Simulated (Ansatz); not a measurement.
# BH₄ (doublet): wave-function methods side by side at distance B1–H4 along a hydrogen transfer = 1.194 Å, cc-pVDZ

The task here is to estimate one member of a computed series from the others.

Method: cc-pVDZ, core rule «outside noble gas», up to 1 orbitals frozen; program: Ansatz 0.2.0, Gaussian basis.

To be run: UHF; CCSD(T) on ROHF; CCSDTQ on ROHF.

16 further runs of the same task are left out: 16 set aside as unsound or not needed.

## The system

The geometry derives from fragments relaxed apart (PBE0/def2-TZVP) and kept rigid, so it is no stationary point. A hydrogen atom is moved between rigid fragments.

5 atoms, charge 0, spin multiplicity 2.

Atoms are counted from 1 here; the program's logs count them from 0.

Bond lengths: B1–H2 1.193 Å, B1–H3 1.193 Å, B1–H4 1.193 Å. Angles: H2–B1–H3 120.0°, H2–B1–H4 120.0°, H3–B1–H4 120.0°.

Set-up of the first run:

Input file in.yaml:

```yaml
crystal:
  periodic: [false, false, false]
  atoms:
    - {symbol: B, position_ang: [-0.151163, 0.000000, 0.000000]}
    - {symbol: H, position_ang: [-0.747896, 1.033571, 0.000000]}
    - {symbol: H, position_ang: [-0.747896, -1.033571, 0.000000]}
    - {symbol: H, position_ang: [1.042302, 0.000000, 0.000000]}
    - {symbol: H, position_ang: [2.074837, 0.000000, 0.000000]}
basis:
  gaussian: {orbitals: cc-pVDZ}
magnetization: {spin_polarized: true, initial_magnetization: 1}
hamiltonian: {xc: hf}
output: {orbitals: {seedname: orbitals}}
```

On the command line:

```
ansatz run in.yaml --threads 1 --pin off --events-out ev --progress --plain --max-ram 7936MiB --backend cpu
```

Among the steps run: UHF; CCSD(T) on ROHF; CCSDTQ on ROHF.

One table of the session follows, with a row left open; its other results are not shown here.

```
  method  from RCCSD(T) (meV)
    ROHF              +3602.7
     UHF              +3491.9
    RMP2               +780.6
   RCCSD                +53.4
RCCSD(T)                    0
 RCCSDTQ                    ?
```

Estimate the missing values for RCCSDTQ.

**Answer.** from RCCSD(T) (meV): -14.2. In the column «from RCCSD(T) (meV)» it is the lowest.
